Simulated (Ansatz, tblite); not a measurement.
Cost and result up the ladder for the cluster Na2O (3 atoms). The state is a singlet with charge 0. Geometry: PBE-D4/def2-TZVP.

```xyz
3

Na    1.8155   -0.5830   -0.3891
Na   -1.8948    0.4293    0.1132
O     0.0793    0.1536    0.2759
```

Ansatz on 4 threads of Arm Neoverse V2 on a shared host; xTB runs through tblite on one thread. Times are rough, summed over both states, and most runs start from the orbitals of an earlier one. ωB97M-V/def2-TZVP serves as the yardstick here, not as an exact answer. Differences are given only for rows in sets of like size (and for xTB, whose basis is part of the method), since another set adds its own error. The other state is a triplet at its own geometry, which has other bonds, so the gap mixes isomer and spin.

The xTB rows come from tblite. HSE06 is defined as in plane-wave codes, on full-range PBE exchange. Correlated methods freeze 3 core orbitals; core or outer-core shells of Na are correlated, in sets that lack core-valence functions. The structure comes from a short search, and lower isomers may exist.

Run but left out: HF/def2-TZVPP, MP2/def2-TZVPP, CCSD/def2-TZVPP, CCSD(T)/def2-TZVPP (flagged by the program: other roots).

Correlated methods converge slowly with the basis.

xTB has no spin-polarisation term.

| level | functions | triplet − singlet (eV) | difference from ωB97M-V/def2-TZVP (eV) | remarks |
| --- | --- | --- | --- | --- |
| RPA@PBE/def2-TZVP | 95 | 0.75 | -0.38 | – |
| PBE0-D4/def2-TZVP (with forces) | 95 | 0.77 | -0.37 | – |
| r2SCAN-D4/def2-TZVP | 95 | 0.94 | -0.20 | – |
| revPBE-D4/def2-TZVP | 95 | 1.07 | -0.07 | – |
| PBE-D4/def2-TZVP | 95 | 1.18 | 0.05 | – |
| CAM-B3LYP-D4/def2-TZVP | 95 | 0.99 | -0.15 | – |
| HSE06-D4/def2-TZVP | 95 | 0.74 | -0.40 | – |
| ωB97X-V/def2-TZVP | 95 | 1.08 | -0.06 | – |
| GFN1-xTB | 12 | 4.16 | 3.02 | – |
| HF/STO-3G | 23 | 0.82 | – | HOMO above zero (singlet), HOMO above zero (triplet) |
| ωB97M-V/def2-TZVP | 95 | 1.14 | 0.00 | – |
| GFN2-xTB | 12 | 1.73 | 0.59 | – |
| MP2/def2-TZVP | 95 | 1.67 | 0.54 | – |

(1) Estimate how long each takes.

Results:

(1) GFN1-xTB 0.002 s; GFN2-xTB 0.004 s; HF/STO-3G 0.15 s; MP2/def2-TZVP 0.85 s; PBE-D4/def2-TZVP 2.3 s; revPBE-D4/def2-TZVP 2.4 s; HSE06-D4/def2-TZVP 2.7 s; RPA@PBE/def2-TZVP 3.1 s; CAM-B3LYP-D4/def2-TZVP 3.1 s; r2SCAN-D4/def2-TZVP 5.6 s; PBE0-D4/def2-TZVP (with forces) 5.9 s; ωB97X-V/def2-TZVP 11 s; ωB97M-V/def2-TZVP 12 s. On shared hardware such times vary by a factor of up to 3.
